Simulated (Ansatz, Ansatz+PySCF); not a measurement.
```xyz
5

C     0.0000    0.0000    0.0000
H     0.6847    0.6847    0.6847
H     0.6847   -0.6847   -0.6847
H    -0.6847    0.6847   -0.6847
H    -0.6847   -0.6847    0.6847
```

RHF-MP2 on singlet CH₄ was run in several spherical basis sets with Ansatz (development build ahead of 0.2.0). Frozen core: 1 orbital.

Problem. Rank the basis sets by the total energy that they give, lowest first, with the distance from the lowest.
A. def2-SVP
B. 6-31G(d)
C. def2-TZVP
D. cc-pVTZ
E. cc-pVDZ

Solution. D (0.00 eV), C (0.28 eV), E (1.26 eV), A (2.11 eV), B (2.15 eV).

Totals follow the description of the cores as much as that of the bonds, so this order isn't one of quality for chemistry.
